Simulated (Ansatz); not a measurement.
Ni: from a trial structure to a relaxed crystal

Computed with Ansatz, DFT PBEsol, scalar-relativistic, plane waves, PAW. Cutoff 420 eV, Γ-centred k mesh, Gaussian smearing, collinear spin, first started from parallel moments.

A relaxed cell is given with its space group left out.

```yaml
crystal:
  lattice:
    - [0.00000, 2.50321, 2.50321]
    - [2.50321, 0.00000, 2.50321]
    - [2.50321, 2.50321, 0.00000]
  atoms:
    - { symbol: Ni, position: [0.50000, 0.50000, 0.50000] }
    - { symbol: Ni, position: [0.75000, 0.75000, 0.75000] }
```

Energies count from the standard state of Ni at the same level.

Q: What space group does it have?

A: Fd-3m (No. 227). Conventional cell: a = 5.006 Å. Ni has 4 Ni at 2.17 Å.

Q: How far above the standard state of Ni does it lie?

A: 1.35 eV/atom.

Q: Is it a metal?

A: Yes, bands cross the Fermi level on the 20×20×20 mesh.

Q: What net moment does it keep?

A: 0.80 μB per atom, with site moments up to 0.83 μB.

The final run used a 20×20×20 mesh on its 2-atom cell and 0.10 eV smearing. The k mesh leaves about 4 meV/atom of noise in metals. The cell came from a trial start, so Ni may not exist in this structure.